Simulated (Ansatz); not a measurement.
# AlO (quartet): the correlation ladder at distance Al1–O2 = 1.629 Å, 6-31G

How much of the correlation energy of AlO (quartet) does each wave-function method recover here?

Computed with Ansatz 0.2.0, Gaussian basis. Level: 6-31G, core rule «outside noble gas», up to 6 orbitals frozen.

To be run: UHF; CCSD(T) on ROHF; CCSD(T) on UHF; BCCD(T) on ROHF; CISD; CCSDT(Q) on ROHF; CCSDT(Q) on UHF; CISDTQ; CCSDTQ on ROHF; CCSDTQ on UHF; CASSCF and MRCISD+Q, 5 electrons in 5 orbitals; CASSCF and NEVPT2, 5 electrons in 5 orbitals; Full CI.

32 further runs of the same task are left out: 10 for a known fault of the program, 16 that didn't finish, 6 set aside as unsound or not needed.

## (1) The geometry

The geometry derives from a PBE0/def2-TZVP stationary point (not a proven minimum). One bond is set to the value named and the two fragments are kept rigid.

2 atoms, charge 0, spin multiplicity 4.

Atoms are counted from 1 here; the program's logs count them from 0.

Bond lengths: Al1–O2 1.629 Å.

## (2) UHF

The input, in.yaml:

```yaml
crystal:
  periodic: [false, false, false]
  atoms:
    - {symbol: Al, position_ang: [0.000000, 0.000000, 0.000000]}
    - {symbol: O, position_ang: [0.000000, 0.000000, 1.629000]}
basis:
  gaussian: {orbitals: 6-31G}
magnetization: {spin_polarized: true, initial_magnetization: 3}
hamiltonian: {xc: hf}
output: {orbitals: {seedname: orbitals}}
```

Run with:

```sh
$ ansatz run in.yaml --threads 1 --pin off --events-out ev --progress --plain --max-ram 2393MiB
```

Further steps of the session: CCSD(T) on ROHF; CCSD(T) on UHF; BCCD(T) on ROHF; CISD; CCSDT(Q) on ROHF; CCSDT(Q) on UHF; CISDTQ; CCSDTQ on ROHF; CCSDTQ on UHF; CASSCF and MRCISD+Q, 5 electrons in 5 orbitals; CASSCF and NEVPT2, 5 electrons in 5 orbitals; Full CI.

Q: Predict the results of all the runs planned. Wanted: FCI below the RHF energy; RMP2 from FCI; UMP2 from FCI; RCCSD from FCI; RCCSD(T) from FCI; UCCSD(T) from FCI; RCCSDT(Q) from FCI; UCCSDT(Q) from FCI; T1 diagnostic.

As calculated:

| quantity | value |
| --- | --- |
| FCI below the RHF energy | -3.2232 eV |
| RMP2 from FCI | +583.1 meV |
| UMP2 from FCI | +573.4 meV |
| RCCSD from FCI | +276.6 meV |
| RCCSD(T) from FCI | +183.2 meV |
| UCCSD(T) from FCI | +182.6 meV |
| RCCSDT(Q) from FCI | -6.6 meV |
| UCCSDT(Q) from FCI | -9.4 meV |
| levels within 1 kcal/mol (43 meV) | RCCSDT, UCCSDT, CISDTQ, RCCSDT(Q), UCCSDT(Q), RCCSDTQ, UCCSDTQ |
| T1 diagnostic | 0.026 |
| effectively unpaired electrons | 3.36 |

**Reading.** RCCSD(T) misses by +183.2 meV, 5.7 % of the correlation energy. RCCSDT(Q), UCCSDT(Q) fall below full CI: unrestricted runs freeze a spin-polarised core, another one than full CI's, and coupled cluster isn't variational. The occupations show some static correlation. These misses are within one basis, not against nature; the frozen cores of restricted and unrestricted runs differ, which can shift their rows.
